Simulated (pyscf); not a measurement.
`[CH3][Ga]([OH])[OH]` → `[CH4]` + `[O]=[Ga][OH]`, an elimination (singlet surface; C–Ga, H–O broken, C–H formed). Structures and frequencies: ωB97X-D3(BJ)/def2-SVP in PySCF. MP2 and CC: frozen core, UHF for open shells. ΔMP2 is the change of the MP2 total energy from the triple- to the quadruple-zeta basis. Energies in eV from the reactant's lowest minimum found.

GFN2-xTB: tblite. 

Problem. Quick GFN2-xTB single points give ΔE‡ = 2.79 eV and ΔE = +1.41 eV. What does CCSD(T)/def2-TZVPP + ΔMP2(QZVPP) give, and how far is the quick result from it?

Solution. CCSD(T)/def2-TZVPP + ΔMP2(QZVPP) gives ΔE‡ = 3.38 eV and ΔE = +2.28 eV. GFN2-xTB lies 0.60 eV under it in the barrier and 0.87 eV under it in the reaction energy, so on this step it does not hold to within 0.13 eV. CCSD(T)/def2-TZVPP + ΔMP2(QZVPP) has limits of its own. On the reactant side the descent ends in a point that may be a rotor saddle (no frequency run), 0.09 eV over the lowest minimum found and 3.32 eV under the saddle at ωB97X-D3(BJ)/def2-TZVP. At the saddle there is also a short Ga–H contact that neither side keeps. The same reactants have a lower exit, to H₃C–Ga=O + H₂O (highest point, the separated products, at +2.64 eV at ωB97M-D3(BJ)/def2-TZVP, against +3.36 eV here). This is the saddle that the search found; another between the same sides may lie lower. The CCSD(T) − MP2 part came from Ansatz, without density fitting, on the same reference. The frozen core leaves the outer d or s,p core shells of the metals and heavy elements correlated in the MP2 and CC values, and def2-TZVPP describes them poorly, which can shift differences by a few kcal/mol. In the def2 sets elements up to Kr have no core potential.
